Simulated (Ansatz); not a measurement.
Input for Ansatz (a program for electronic structure): U-CCSD(T)/aug-cc-pVTZ on CHO (SMILES [CH]=O), 2S+1 = 2, atoms moved off the minimum.

Ansatz 0.2 input:
```yaml
crystal:
  periodic: [false, false, false]
  atoms:
    - {symbol: C, position_ang: [-0.51782913, 0.35064396, 0.04584178]}
    - {symbol: O, position_ang: [0.47806436, -0.24082242, 0.01478725]}
    - {symbol: H, position_ang: [-1.52441144, -0.16073359, -0.04492969]}
basis:
  gaussian:
    orbitals: aug-cc-pVTZ
magnetization: {spin_polarized: true, initial_magnetization: 1}
correlation: {method: ccsd_t, electrons: outside_noble_gas}
scf: {omitted_lower_state_checks: [cluster_reference]}
output: {forces: true}
```

Program output:

```
WARN ansatz: RAYON_NUM_THREADS=1 ignored (pool sized by the plan → 1); use --threads N
Functional definition: HF
these checks for a lower state are left out or cut short: cluster_reference
integrals: 0.26 GiB planned
690 factors; integrals over basis functions are off by at most 1.2e-3 eV
mean field: 0.23 GiB planned
mean field evaluation 1: about -3081.2631 eV, gradient 2.0e1 eV
mean field evaluation 2: about -3081.2638 eV, gradient 2.0e1 eV
mean field evaluation 4: about -3082.8587 eV, gradient 2.3e0 eV
mean field evaluation 8: about -3082.9106 eV, gradient 2.1e-1 eV
mean field -3082.91469903 eV, -113.2950255146 hartree, gradient 1.7e-6 eV, S^2 0.765402; 0 other end points of the search recorded, 0 dependent functions left out
2 core orbitals not correlated
reference -3082.91469903 eV, -113.2950255146 hartree; 6, 5 occupied and 107, 108 virtual orbitals, 690 factors
too little memory for Intel AMX tiles; the run may be slower
densities: 1.62 GiB planned
second order -10.13151602 eV of doubles, -0.00000000 eV of singles
coupled cluster: 0.97 GiB planned
cycle   1  -9.89916289 eV  change    2.3e-1 eV  update   9.1e-2
cycle   2  -10.22472154 eV  change   -3.3e-1 eV  update   3.0e-2
cycle   3  -10.31775781 eV  change   -9.3e-2 eV  update   1.8e-2
cycle   4  -10.30745621 eV  change    1.0e-2 eV  update   5.1e-3
cycle   5  -10.30781812 eV  change   -3.6e-4 eV  update   2.7e-3
cycle   6  -10.30837283 eV  change   -5.5e-4 eV  update   1.0e-3
cycle   7  -10.30830192 eV  change    7.1e-5 eV  update   4.6e-4
cycle   8  -10.30843048 eV  change   -1.3e-4 eV  update   1.7e-4
cycle   9  -10.30842378 eV  change    6.7e-6 eV  update   5.5e-5
cycle  10  -10.30839625 eV  change    2.8e-5 eV  update   2.1e-5
cycle  11  -10.30840698 eV  change   -1.1e-5 eV  update   9.5e-6
cycle  12  -10.30840722 eV  change   -2.4e-7 eV  update   4.0e-6
cycle  13  -10.30841132 eV  change   -4.1e-6 eV  update   1.7e-6
cycle  14  -10.30841158 eV  change   -2.6e-7 eV  update   7.1e-7
perturbative correction -0.47356116 eV, -0.0174030518 hartree
the calculation of the forces begins
mean field evaluation 16: about -3082.9139 eV, gradient 3.6e-2 eV
Total energy: -3093.69667177 eV, -113.6912557045 hartree
Atom 0 at    -0.517829     0.350644     0.045842 Å, force    -2.221894     0.819847     0.014245 eV/Å
Atom 1 at     0.478064    -0.240822     0.014787 Å, force     2.184677    -1.066897    -0.042728 eV/Å
Atom 2 at    -1.524411    -0.160734    -0.044930 Å, force     0.037217     0.247050     0.028482 eV/Å
Dipole moment:    -0.310471    -0.041603    -0.015208 e Å
Checks for a lower state left out: cluster_reference
```

The run converged.

Cost: about 50 core-seconds (a rough figure).
